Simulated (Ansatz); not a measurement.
Input file:

```yaml
crystal:
  periodic: [false, false, false]
  atoms:
    - {symbol: Al, position_ang: [0.000000, -0.002502, 0.564212]}
    - {symbol: C, position_ang: [0.000000, -0.002502, -1.280835]}
    - {symbol: H, position_ang: [0.000000, 1.534290, 1.286343]}
    - {symbol: H, position_ang: [0.000000, -1.434978, 1.237326]}
    - {symbol: H, position_ang: [0.000000, -0.002502, -2.364524]}
basis:
  gaussian: {orbitals: aug-cc-pVDZ}
magnetization: {spin_polarized: false}
correlation: {method: ccsd_t, electrons: outside_noble_gas}
```

```sh
$ ansatz run in.yaml --threads 1 --pin off --events-out ev --progress --plain --max-ram 2393MiB
```

The program prints:

```
764 factors; integrals over basis functions are off by at most 5.0e-4 eV
mean field evaluation 1: about -7654.7731 eV, gradient 1.8e1 eV
mean field evaluation 2: about -7654.7731 eV, gradient 1.8e1 eV
mean field evaluation 4: about -7656.5437 eV, gradient 2.3e0 eV
mean field evaluation 8: about -7656.5897 eV, gradient 1.4e-4 eV
mean field evaluation 16: about -7656.5897 eV, gradient 1.0e-1 eV
mean field evaluation 32: about -7656.5897 eV, gradient 6.1e-2 eV
mean field evaluation 64: about -7655.5475 eV, gradient 2.1e-2 eV
mean field -7656.58971835 eV, -281.3744823263 hartree, gradient 1.3e-6 eV, S^2 0.000000; 6 other end points of the search recorded, 0 dependent functions left out; unrestricted orbitals would lower it
determinant -7656.58971835 eV, -281.3744823263 hartree, with singles and doubles -7662.59304561 eV, -281.5951005340 hartree
determinant -7655.54745957 eV, -281.3361800227 hartree, with singles and doubles -7661.51368913 eV, -281.5554349149 hartree
6 core orbitals not correlated: weight in the atoms' cores, before any rotation towards them, 1.000 or more for the frozen orbitals, at most 0.000 for the correlated occupied ones
reference -7656.58971835 eV, -281.3744823263 hartree; 5, 5 occupied and 66, 66 virtual orbitals, 764 factors
second order -4.83195995 eV of doubles, -0.00000000 eV of singles
cycle   1  -5.95826977 eV  change   -1.7e-1 eV  update   1.9e-2
cycle   2  -5.96349673 eV  change   -5.2e-3 eV  update   6.2e-3
cycle   3  -5.96637798 eV  change   -2.9e-3 eV  update   3.5e-3
cycle   4  -5.96915441 eV  change   -2.8e-3 eV  update   2.2e-3
cycle   5  -5.97142845 eV  change   -2.3e-3 eV  update   1.5e-3
cycle   6  -5.97290922 eV  change   -1.5e-3 eV  update   8.9e-4
cycle   7  -5.97332468 eV  change   -4.2e-4 eV  update   4.5e-4
cycle   8  -5.97342663 eV  change   -1.0e-4 eV  update   2.5e-4
cycle   9  -5.97333784 eV  change    8.9e-5 eV  update   1.3e-4
cycle  10  -5.97328959 eV  change    4.8e-5 eV  update   5.6e-5
cycle  11  -5.97328921 eV  change    3.9e-7 eV  update   2.3e-5
cycle  12  -5.97329039 eV  change   -1.2e-6 eV  update   9.2e-6
perturbative correction -0.18702696 eV, -0.0068731142 hartree
Total energy: -7662.75003570 eV, -281.6008698135 hartree
```

Ran on 1 thread of Arm Neoverse V1, shared host: 2.6 s wall, 0.2 GiB peak host memory.
